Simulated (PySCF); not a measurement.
phosphanide, H₂P (charge -1), SMILES [PH2-], point group C2v.

Level: B3LYP/pcSseg-2 in PySCF (density fitting, grid level 2); geometry and Hessian at that level, cubic constants and property derivatives from steps of ±0.6 along each species' dimensionless normal coordinates, second-order vibrational perturbation theory. The parent has the commonest isotopes.

Equilibrium geometry (Å):

| atom | x | y | z |
| --- | --- | --- | --- |
| P1 | 0.0251 | 0.6623 | -0.0094 |
| H2 | -1.0213 | -0.3208 | -0.0438 |
| H3 | 1.0421 | -0.3517 | 0.0030 |

An isotope shift is δ(isotopologue) − δ(parent), that is, the negative of the change in the averaged GIAO shielding; n counts bonds from the nearest label (0: the labelled atom itself). These are computed values; those of heavy atoms are rounded to 5 ppb, about the numerical noise.

Q: What isotope shifts arise with ²H at 2?

A: 
```tsv
nucleus	n	0 K (ppb)	400 K (ppb)
H2	0	-37	-34
P1	1	-4570	-4505
H3	2	-66	-65
```

Q: What isotope shifts arise with ²H at 2, ²H at 3?

A: 
```csv
nucleus,n,0 K (ppb),400 K (ppb)
H2,0,-108,-103
H3,0,-108,-103
P1,1,-9365,-9250
```
